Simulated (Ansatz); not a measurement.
# AlH: the cost of one run

Program: Ansatz 0.2.0. Level of theory: CCSD(T) on Hartree-Fock, Gaussian basis aug-cc-pV(T+d)Z, and further levels as typed in the inputs. These are calculated values, not measurements.

## (1) The starting structure

Bond lengths: Al1–H2 1.650 Å.

Structure file:

```xyz
2

Al    0.0000    0.0000    0.0000
H     0.0000    0.0000    1.6500
```

## (2) Batch of points: AlH

input.yaml

```yaml
basis:
  gaussian: { orbitals: "aug-cc-pV(T+d)Z.json" }
hamiltonian:
  xc: hf
correlation:
  method: ccsd_t
batch:
  members: [s0.yaml, s1.yaml, s2.yaml, s3.yaml, s4.yaml, s5.yaml, ...]
# s1.yaml, one of 19 members:
crystal:
  periodic: [false, false, false]
  atoms:
    - { symbol: Al, position_ang: [0.0, 0.0, 0.0] }
    - { symbol: H, position_ang: [0.0, 0.0, 1.25] }
```

What time and memory should one allow on 8 threads of Arm Neoverse V1, shared host?

About 3 s, with a peak of 0.88 GiB.
